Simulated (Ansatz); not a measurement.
Results of PBE (PAW; Ansatz, a first-principles code) for rutile MnF₂.

Run with plane-wave cutoff 500 eV, 8×8×12 k mesh (along the axes of the cell as run), Fermi–Dirac smearing 0.05 eV, spin-polarised with opposed moments, scalar-relativistic PAW data made under PBE.

Cell (relaxed at this level):

Space group P4₂/mnm (No. 136); a = 4.937 Å, b = 4.937 Å, c = 3.320 Å, α = 90.00°, β = 90.00°, γ = 90.00°

```json
[
 {"atom": "Mn", "site": "2a", "symmetry": "m.mm", "x": "0.0000", "y": "0.0000", "z": "0.0000"},
 {"atom": "F", "site": "4f", "symmetry": "m.2m", "x": "0.3035", "y": "0.3035", "z": "0.0000"}
]
```

Q: What does this level give for the magnetic moment (largest site, within a sphere) and band gap?

A: 
- magnetic moment (largest site, within a sphere) = 4.17 μB
- band gap = 2.24 eV (on the SCF k mesh)

Measured, for comparison: band gap 9.9 eV (temperature not stated, no zero-point or thermal correction, the source doubts the polymorph; as tabulated in Das and Bazhirov (2019), arXiv:1808.05325). Computed (rounded) less measured: band gap not scored (a reference that its source doubts or gives as a wide range).

Moments are spin moments.

The computed numbers hold no vibrational or temperature effects.

Cost on a shared machine: roughly 9 core-minutes.
